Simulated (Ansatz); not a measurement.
## H2O2, SMILES OO: the interaction energy of a dimer with the counterpoise correction

Computed with Ansatz's Python interface.

Script `dimer_h2o2.py`:
```python
"""Interaction energy of two H2O2 molecules, with the counterpoise correction."""

import logging
import sys

import ansatz as az

logging.basicConfig(stream=sys.stdout, format="%(levelname)s %(message)s")
log = logging.getLogger("run")
log.setLevel(logging.INFO)

FIRST = [
    ("O", (-0.2835, -0.6391, -0.1246)),
    ("O", (0.2818, 0.6402, 0.126)),
    ("H", (-0.0209, -1.1343, 0.662)),
    ("H", (0.0226, 1.1333, -0.6634)),
]
SECOND = [
    ("O", (0.9003, -4.0574, 1.1586)),
    ("O", (0.3305, -4.1365, 2.4579)),
    ("H", (0.9336, -3.1036, 1.0096)),
    ("H", (0.2933, -5.0907, 2.604)),
]

def energy(atoms, ghosts=()):
    molecule = az.Crystal.molecule()
    for symbol, xyz in atoms:
        molecule = molecule.atom(symbol, xyz)
    calc = (
        molecule.calculation()
        .basis(gaussian="def2-SVP")
        .functional("b3lyp")
    )
    deck = calc.input()
    if ghosts:
        deck = deck.set(az.key.basis.gaussian.ghost_atoms, [{"symbol": s, "position_ang": list(xyz)} for s, xyz in ghosts])
    return az.Session.from_dict(deck).plan().execute().report["free_energy_ev"]


def main() -> None:
    # ghost atoms carry the functions of the partner
    both = energy(FIRST + SECOND)
    alone = energy(FIRST) + energy(SECOND)
    ghosted = energy(FIRST, SECOND) + energy(SECOND, FIRST)
    log.info(f"dimer {both:.6f} eV")
    log.info(f"interaction, uncorrected   {23.060548 * (both - alone):8.3f} kcal/mol")
    log.info(f"interaction, counterpoise  {23.060548 * (both - ghosted):8.3f} kcal/mol")
    log.info(f"basis-set superposition    {23.060548 * (alone - ghosted):8.3f} kcal/mol")


if __name__ == "__main__":
    main()
```

Running `python dimer_h2o2.py` prints:
```text
INFO dimer -8240.742474 eV
INFO interaction, uncorrected      0.527 kcal/mol
INFO interaction, counterpoise     1.418 kcal/mol
INFO basis-set superposition       0.892 kcal/mol
```

Uncorrected it is 0.527 kcal/mol, with the counterpoise correction 1.418 kcal/mol; the difference, 0.89 kcal/mol, is the superposition error. In this basis both values are repulsive.

What to keep in mind:
- The settings weren't tested for convergence.
- The dimer is a generated trial pose of unrelaxed monomers, not a minimum, so the figure is no binding energy, and the basis set is small.
- b3lyp holds the VWN-RPA fit, as in Gaussian; the form of ORCA and Turbomole is b3lyp5.
- This level lacks the dispersion part of the attraction (electrostatics and induction are there), which can decide the sign where the interaction is weak.
- The whole script took 7.8 s on 1 thread of Arm Neoverse N1 (shared host), peak memory 0.18 GiB.
